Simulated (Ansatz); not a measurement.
Mulliken charges of C2H4FNO (`N/C(O)=C\F`) from ωB97M-V/def2-TZVPP in Ansatz (PBE0-D4/def2-TZVP geometry).

| atom | x (Å) | y (Å) | z (Å) | charge (e) |
| --- | --- | --- | --- | --- |
| N1 | 1.201 | -0.011 | 0.339 | -0.274 |
| C2 | -0.055 | -0.075 | -0.252 | 0.201 |
| O3 | -0.051 | -0.408 | -1.567 | -0.298 |
| C4 | -1.210 | 0.134 | 0.372 | 0.040 |
| F5 | -1.210 | 0.610 | 1.638 | -0.229 |
| H6 | 1.152 | 0.196 | 1.326 | 0.130 |
| H7 | 1.822 | 0.636 | -0.131 | 0.138 |
| H8 | 0.628 | -1.082 | -1.691 | 0.189 |
| H9 | -2.186 | -0.046 | -0.050 | 0.103 |

By hand: the dipole of these point charges (1 e Å = 4.8032 D).

Σ q r = (0.198, -0.121, -0.207) e Å, of length 0.311 e Å = 1.49 D.

How does the dipole of the full density compare? (An estimate is asked.)

Ansatz gave: (0.395, -0.050, -0.100) e Å, 1.97 D; the point charges give 0.76 times that, at 35° from its direction.

Point charges leave out the atoms' own dipoles, such as those of lone pairs, and Mulliken's split depends on the basis, so the two needn't agree.
